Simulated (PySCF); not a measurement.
Simulated absorption spectrum

Species: C₃H₅NO.
Structure used (GFN2-xTB), in Å, numbered top down from 1:
```xyz
10
C3H5NO angstrom
C     -1.7394   -0.3082    0.3992
C     -0.5451   -0.4339   -0.1584
C      0.5635    0.4897    0.1949
N      1.7259    0.2401   -0.4623
O      0.4613    1.3938    0.9964
H     -1.9123    0.4745    1.1201
H     -2.5638   -0.9602    0.1654
H     -0.3292   -1.2041   -0.8861
H      1.8251   -0.5108   -1.1207
H      2.5229    0.8235   -0.2711
```

Computed with PySCF 2.14.0, density-fitted response routines, TDDFT CAM-B3LYP/def2-SVPD, vertical, gas phase, core orbitals frozen in the response.

Computed states:

```
state  E (eV)       f
   S1    4.84  0.0000
   S2    6.30   0.039
   S3    6.74   0.430
   S4    7.27   0.012
   S5    7.44   0.048
   S6    7.75   0.015
   S7    7.77  0.0098
   S8    8.17  0.0002
```

Each state is given a Gaussian of 0.5 eV full width at half maximum, with ε(max) = 2.175×10⁸ f / Δν̃ (Δν̃ the width in cm⁻¹). The width is an assumption, not a result. The curve ends short of the highest state used, and states not computed would add to its high-energy end.

(1) What does the envelope look like, and where are its maxima?

(2) Coming from long wavelengths, where does ε first pass 100 L mol⁻¹ cm⁻¹?

(3) On this curve, what absorbance would a 10⁻⁵ mol/L sample give at 222 nm over a 1 cm path?

## Answers

(1) 
```
λ (nm)  ε (L mol⁻¹ cm⁻¹)
 163.9              3320
 166.4              3593
 168.9              3544
 171.5              3877
 174.0              5797
 176.5             10085
 179.1             16272
 181.6             21481
 184.1             23504
 186.7             21467
 189.2             16883
 191.7             11824
 194.3              7586
 196.8              4864
 199.4              3114
 201.9              2045
 204.4              1311
 207.0               779
 209.5               437
 212.0               226
 214.6               105
 217.1                46
 219.6                19
 222.2                 7
 224.7                 2
 227.2                 1
 229.8                 0
 232.3                 0
 234.8                 0
 237.4                 0
 239.9                 0
 242.4                 0
 245.0                 0
 247.5                 0
 250.0                 0
 252.6                 0
 255.1                 0
 257.6                 0
 260.2                 0
 262.7                 0
 265.2                 0
 267.8                 0
 270.3                 0
 272.8                 0
 275.4                 0
 277.9                 0
 280.4                 0
 283.0                 0
 285.5                 0
 288.0                 0
 290.6                 0
 293.1                 0
 295.6                 0
 298.2                 0
 300.7                 0
 303.2                 0
```

Maxima: 184 nm (6.74 eV), ε about 24000, made up of S3 (99%); 167 nm (7.43 eV), ε about 3600, made up of S4 (13%) and S5 (72%) (hardly more than a shoulder) (ε in L mol⁻¹ cm⁻¹; maxima over ε = 5, shares over 10%).

(2) At about 215 nm (5.78 eV), 0.94 eV above S1.

(3) 222 nm is 5.585 eV, where ε is about 7.4 L mol⁻¹ cm⁻¹, so A = ε c l ≈ 7.4e-05 (Beer–Lambert, with the gas-phase spectrum and the assumed width).

One conformer stands for the species.
